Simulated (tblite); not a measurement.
C4H8FN (charge +1 and doublet state).
Geometry (GFN2-xTB, Å), atoms numbered from 1 in this order:
```xyz
14
C4H8FN angstrom
N      1.670   -1.136    0.765
C      0.353   -0.669    0.761
C      0.099    0.554   -0.055
C     -1.289    1.120   -0.169
C     -0.738    0.431   -1.363
F     -1.199   -0.786   -1.667
H      2.432   -0.569    0.426
H      1.898   -2.001    1.229
H     -0.333   -1.493    0.489
H      0.037   -0.442    1.807
H      0.936    1.238   -0.140
H     -2.081    0.608    0.359
H     -1.400    2.193   -0.217
H     -0.387    0.951   -2.247
```

Computed with GFN2-xTB (tblite): harmonic, unscaled wavenumbers at the GFN2-xTB geometry, gas phase. Errors from tens to a few hundred cm⁻¹ against measured bands are possible. One conformer, not necessarily the lowest. Open shells enter through the occupations alone, without spin polarisation, and single modes of such species can be off by tens of per cent.

Harmonic wavenumbers (cm⁻¹): 56.9, 184.3, 230.5, 249.7, 333.3, 392.4, 460.7, 484.7, 730.8, 807.0, 823.2, 865.8, 920.0, 934.9, 989.7, 1019.1, 1056.1, 1078.7, 1132.5, 1152.6, 1199.5, 1212.2, 1242.0, 1302.3, 1314.8, 1360.8, 1422.4, 1428.2, 2667.0, 2823.3, 3041.3, 3048.8, 3086.2, 3111.4, 3429.3, 3489.2.

A = 6189, B = 2451, C = 2029 MHz; mass 89.064 u (most abundant isotopes); point group C1, symmetry number 1; spin multiplicity 2.

What is the zero-point energy?

½Σν̃ = 24541 cm⁻¹ = 293.57 kJ/mol.

Give the ideal-gas entropy at 400 K and 1 bar in the rigid-rotor, harmonic-oscillator model (classical rotation).

Translation 170.95, rotation 115.58, vibration 95.14, spin (R ln 2) 5.76: S = 387.4 J/(mol K).

And Cp and H(400 K) − H(0)?

Cp = 147.39 J/(mol K), of which vibrations give 114.14 (their classical limit is 36 R = 299.3); H(400 K) − H(0) = 34.53 kJ/mol without the zero-point energy, 21.23 from vibrations.

What must be added to the electronic energy to get the Gibbs energy at 400 K and 1 bar?

ZPE + [H(400 K) − H(0)] − T·S = 293.57 + 34.53 − 154.97 = 173.13 kJ/mol.

Blend soft modes into free rotors: weight 1/[1 + (100 cm⁻¹/ν̃)⁴] for the oscillator and the rest for a rotor with moment μB/(μ + B), μ = h/(8π²ν), B = 10⁻⁴⁴ kg m². What vibrational entropy results?

89.60 J/(mol K) in place of 95.14, which changes −T·S at 400 K by +2.21 kJ/mol.

How do the functions run with temperature in this model?

```csv
T (K),S (J/(mol K)),Cp (J/(mol K)),H − H(0) (kJ/mol),G − H(0) (kJ/mol),ln q(vib)
150,287.3,70.4,7.45,-35.65,1.35
250,330.0,99.9,15.93,-66.58,2.75
298.15,349.0,115.5,21.11,-82.93,3.47
600,456.9,195.3,69.14,-205.02,8.32
900,545.2,239.3,134.91,-355.80,13.15
```

q(vib) and H(0) count from the zero-point level.

Which modes carry the vibrational entropy at 400 K?

56.9 cm⁻¹: 21.52; 184.3 cm⁻¹: 11.88; 230.5 cm⁻¹: 10.11; 249.7 cm⁻¹: 9.48; 333.3 cm⁻¹: 7.29; 392.4 cm⁻¹: 6.11 J/(mol K); the other 30 give 28.75 together.

Hindered rotation and anharmonicity are outside this model. Other conformers, if any are populated, would add a mixing term that is left out. The structure is chiral; the term R ln 2 for an equal mix with its mirror image is left out.
